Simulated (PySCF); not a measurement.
Ligands exchanged one at a time, Al H-Cl. Isolated molecules, 0 K electronic values unless said otherwise. Strings in code marks are SMILES.

These are PBE-D3(BJ)/def2-TZVP // PBE0-D3(BJ)/def2-TZVP in PySCF values and carry that method's errors. Excitations are Tamm–Dancoff values on a coarser integration grid. The basis has no diffuse functions, so Rydberg states are missing or too high.

```tsv
species	dipole moment (D)	S1 excitation (TDA) (eV)	HOMO–LUMO gap (eV)
0 of 3 H replaced by Cl (`[AlH3]`)	0.00	–	4.77
1 of 3 H replaced by Cl (`[Cl][AlH2]`)	1.12	4.96	4.87
2 of 3 H replaced by Cl	0.92	?	?
3 of 3 H replaced by Cl	0.00	5.95	5.84
```

Q: Complete the blanks.

A: 
- 2 of 3 H replaced by Cl, S1 excitation (TDA) (eV): 5.79
- 2 of 3 H replaced by Cl, HOMO–LUMO gap (eV): 5.75
